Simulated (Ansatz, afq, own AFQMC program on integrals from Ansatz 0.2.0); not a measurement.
Where AFQMC and coupled cluster stand for AlH₃⁺, doublet

```
atom   x (Å)    y (Å)    z (Å)
  Al  0.0000   0.0756   0.0000
   H  0.0000   0.2992  -2.0522
   H  0.0000   0.2992   2.0522
   H  0.0000  -2.6222   0.0000
```

Basis cc-pVDZ. Only valence electrons are correlated. Ansatz 0.2.0 and our own AFQMC program on the same integrals; the CISD trial comes from CCSD amplitudes, and released means the phaseless constraint is let go. ± is one standard error of the sampling.

Determinant: ROHF, the one that the program's search chose, which needn't be the lowest solution. The geometry is a point of a scan.

Full CI on the same integrals is exact in this basis and with this determinant's frozen core.

Cautions: a spin-contaminated unrestricted determinant lies lower (UHF 255 meV lower, ⟨S²⟩ 1.35).

```
T1 diagnostic                               : 0.0285
weight of the determinant in the CISD state : 0.884
size of the correlated space                : 5 electrons in 28 orbitals
```

```json
{"level": "MP2", "correlation energy (eV)": "-1.5934"}
{"level": "CCSD", "correlation energy (eV)": "-2.3453"}
{"level": "CCSD(T)", "correlation energy (eV)": "-2.3998"}
```

(1) Estimate where phaseless AFQMC with a CISD trial lies against CCSD(T) on the same integrals.

(1) 0.48 ± 0.07 mEh below CCSD(T).

Reference: full CI, correlation energy -2.426 eV. The released energy is read at 1.62 1/Eh, later times being too noisy (meV from the phaseless value at times in 1/Eh: -2.6 ± 1.8 at 0.24, -3.3 ± 1.4 at 0.51, -5.4 ± 1.3 at 0.99, -6.9 ± 1.0 at 1.62, -13 ± 5 at 2.40).

```csv
level,E − E(reference) (mEh),share of correlation (%)
CCSD(T),0.96,98.92
CCSDT,0.05,99.94
CCSDT(Q),0.02,99.98
CCSDTQ,0.00,100.00
ph-AFQMC/CISD,0.49 ± 0.07,99.45
released AFQMC,0.23 ± 0.04,99.74
```

CCSDT and higher add their correlation energy to the determinant of the CCSD(T) run, since their own runs factorise the integrals more tightly (a shift of under 2 meV). A walk keeps the symmetry of its determinant, which the program's search chose and which needn't be the lowest solution, so a lower state of the same spin and another symmetry isn't excluded. Released energies are given only where the last usable release times agree within the noise; a slower fall can still hide under it.
